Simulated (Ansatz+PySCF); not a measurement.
A calculation with Ansatz (development build ahead of 0.2.0).

```yaml
crystal:
  periodic: [false, false, false]
  atoms:
    - { symbol: Li, position_ang: [0.0, 0.0, -1.62422] }
    - { symbol: Li, position_ang: [0.0, 0.0, 1.62422] }
basis:
  gaussian: { orbitals: cc-pCVTZ }
total_charge: 1
magnetization:
  initial_magnetization: 1
hamiltonian:
  xc: hf
correlation:
  method: mp2
  frozen_orbitals: { Li: 0 }
output:
  forces: true
```

The input is written out in the form of the current development build from the run's settings. Correlation on restricted open-shell orbitals is semicanonical, with singles.

Output:

```
Converged                                                          : yes
Reference energy                                                   : -14.71584 hartree
Correlation energy                                                 : -0.07341 hartree
Total energy                                                       : -14.78925 hartree
Spin squared of the determinant                                    : 0.750
Stability test                                                     : minimum among restricted orbitals
Occupied orbitals by symmetry in an Abelian subgroup (alpha; beta) : 2 Ag 1 B1u; 1 Ag 1 B1u
```

Forces (eV/Å):
```tsv
atom	Fx	Fy	Fz
Li1	0.000	0.000	0.106
Li2	0.000	0.000	-0.106
```
